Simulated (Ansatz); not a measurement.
Total energies of `FCC(F)F`.

```xyz
8

F    -0.238    0.751   -1.592
C     0.467    0.106   -0.607
C    -0.446   -0.159    0.565
F    -0.788    1.002    1.168
F     0.229   -0.914    1.467
H     1.300    0.737   -0.285
H     0.842   -0.843   -0.997
H    -1.366   -0.680    0.282
```

Total charge 0; spin multiplicity 1. The structure was optimised at the PBE0-D4/def2-TZVP level. It is one conformer, not always the lowest. Basis def2-TZVPP, Ansatz 0.2.0.

RPA on PBE orbitals: Hartree–Fock energy of these orbitals -375.89619 Eh, correlation -1.65216 Eh (frozen core).

```json
{"functional": "PBE", "energy without D4 (Eh)": "-377.31852", "D4 term (kJ/mol)": "-9.9"}
{"functional": "revPBE", "energy without D4 (Eh)": "-377.57594", "D4 term (kJ/mol)": "-38.2"}
{"functional": "r2SCAN", "energy without D4 (Eh)": "-377.53396", "D4 term (kJ/mol)": "-2.4"}
{"functional": "B97M-V", "energy without D4 (Eh)": "-377.59385", "D4 term (kJ/mol)": "–"}
{"functional": "B3LYP", "energy without D4 (Eh)": "-377.70676", "D4 term (kJ/mol)": "-15.8"}
{"functional": "r2SCANh", "energy without D4 (Eh)": "-377.51417", "D4 term (kJ/mol)": "-2.5"}
{"functional": "HSE06 (plane-wave form)", "energy without D4 (Eh)": "-377.30959", "D4 term (kJ/mol)": "-7.4"}
{"functional": "BHLYP", "energy without D4 (Eh)": "-377.54664", "D4 term (kJ/mol)": "-10.3"}
{"functional": "LC-ωPBE", "energy without D4 (Eh)": "-377.49637", "D4 term (kJ/mol)": "–"}
{"functional": "ωB97M-V", "energy without D4 (Eh)": "-377.59618", "D4 term (kJ/mol)": "–"}
```

Task: Give the same for LDA (SPW92), BLYP, PBE0, r2SCAN0, CAM-B3LYP, ωB97X-V, B2PLYP, PBE-QIDH. (Best estimate.)

Result: Computed: 
```
 functional  energy without D4 (Eh)  D4 term (kJ/mol)
LDA (SPW92)              -375.08203                 –
       BLYP              -377.64492             -22.9
       PBE0              -377.32585              -8.1
    r2SCAN0              -377.48578              -2.7
  CAM-B3LYP              -377.59856              -8.0
    ωB97X-V              -377.58221                 –
     B2PLYP              -377.47505                 –
   PBE-QIDH              -377.27866                 –
```

B3LYP takes the VWN-RPA correlation (the form of Gaussian; ORCA's B3LYP/G). HSE06 is the plane-wave form, built on full-range PBE exchange. The double hybrids freeze the cores in their second-order part.

LC-ωPBE has ω = 0.4 bohr⁻¹.
